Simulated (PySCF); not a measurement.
SO2F, doublet: computed properties

Computed with UPBE0/[S def2-TZVP, O def2-TZVP, F def2-TZVP], no relativity, density fitting, PySCF.

The structure is a minimum.

```xyz
4
charge 0 multiplicity 2, angstrom
S    -0.0283    0.0000   -0.4406
O    -0.7892    1.0867    0.2596
O    -0.7892   -1.0867    0.2596
F     1.3764    0.0000    0.3041
```

```
Point group                                                                   : Cs
Bond lengths                                                                  : S–F 1.590 Å, S–O 1.500 Å (×2)
Bond angles                                                                   : F–S–O 103.3° (×2), O–S–O 92.8°
Lowest empty level (β)                                                        : -5.94 eV
Heat capacity Cp at 298.15 K                                                  : 58.7 J/(mol K)
Spin squared ⟨S²⟩                                                             : 0.761
Dipole moment                                                                 : 1.85 D
Enthalpy at 298.15 K above 0 K                                                : 12.90 kJ/mol
Rotational symmetry number                                                    : 1
Rotational constants                                                          : 0.3525, 0.2552, 0.1797 cm⁻¹
Entropy at 298.15 K and 1 bar (electronic part: spin only)                    : 285.2 J/(mol K)
Principal polarisabilities                                                    : 20.2, 26.0, 42.4 bohr³
Highest occupied level (β)                                                    : -9.35 eV
Atomisation energy without zero-point energy                                  : 1157 kJ/mol
Principal quadrupole moments (Buckingham, traceless) about the centre of mass : -1.83, -0.01, 1.84 D Å
Zero-point energy                                                             : 23.1 kJ/mol
```

Harmonic modes (masses in u: S 31.972, O 15.995, F 18.998):
```tsv
symmetry	ω (cm⁻¹)	IR (km/mol)	μ (u)	type
a''	310	0.2	19.21	bend
a'	408	3.6	17.43	bend
a'	529	28.2	19.08	bend
a''	687	75.6	18.41	stretch
a'	790	208	23.04	stretch
a'	1133	96.1	19.28	stretch
```

Charges (e):
| atom | Mulliken | Löwdin | polar tensor | spin (Mulliken) | Mayer order to S1 |
| --- | --- | --- | --- | --- | --- |
| S1 | 0.73 | 0.45 | 0.87 | -0.07 | – |
| O2,3 | -0.27 | -0.17 | -0.15 | 0.54 | 1.52 |
| F4 | -0.19 | -0.11 | -0.56 | 0.00 | 1.02 |
Other Mayer orders above 0.3: O–O 0.34.

Mulliken populations on S1: s 5.79, p 8.65, d 0.74, f 0.10.

This need not be the most stable arrangement of these atoms.

The final relaxation and frequency run took 72 s on 4 threads of a shared Arm Neoverse V1 host, with 130 basis functions and 16 gradients; the process peaked at 1.4 GiB. Launch command: `OMP_NUM_THREADS=4 python axn.py task.json out`.
